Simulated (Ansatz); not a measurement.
# C3H: the cost of one run

Computed with Ansatz 0.2.0 (the levels named in each step, unless a step's input says otherwise).

**1. The system as given**

Bond lengths: C1–C2 1.307 Å, C2–C3 1.247 Å, C3–H4 1.086 Å. Angles: C1–C2–C3 180.0°, C2–C3–H4 180.0°.

Structure file:

```xyz
4

C     0.0000    0.0000   -1.8752
C     0.0000    0.0000   -0.5684
C     0.0000    0.0000    0.6786
H     0.0000    0.0000    1.7650
```

**2. A rough first relaxation, PBE-D4/def2-SVP**

This run stands in another session on the same molecule. It ended at:

```xyz
4

C     0.0000    0.0000   -1.9217
C     0.0000    0.0000   -0.5629
C     0.0000    0.0000    0.6911
H     0.0000    0.0000    1.7935
```

**3. Relaxation, PBE0-D4/def2-TZVPP**

This run stands in another session on the same molecule. It ended at:

```xyz
4

C     0.0000    0.0000   -1.8893
C     0.0000    0.0000   -0.5499
C     0.0000    0.0000    0.6784
H     0.0000    0.0000    1.7609
```

**4. Frequencies, PBE0-D4/def2-TZVPP**

input.yaml reads:

```yaml
crystal:
  periodic: [false, false, false]
  atoms:
    - { symbol: C, position_ang: [0.0, 0.0, -1.88931206] }
    - { symbol: C, position_ang: [0.0, 0.0, -0.54990612] }
    - { symbol: C, position_ang: [0.0, 0.0, 0.67836808] }
    - { symbol: H, position_ang: [0.0, 0.0, 1.76086008] }
total_charge: 1
basis:
  gaussian: { orbitals: def2-TZVPP }
hamiltonian:
  xc: pbe0
  dispersion: d4
phonons: {}
```

Run with:

```
$ ansatz run input.yaml --threads 2 --pin off --max-ram 5120MiB --backend cpu --events-out ev --progress --plain --runs-dir out
```

**Question.** How long does this run take on 2 threads of Intel Xeon Platinum 8488C (Sapphire Rapids), shared host, and how much memory does it need?

About 13 s, with a peak of 0.17 GiB.
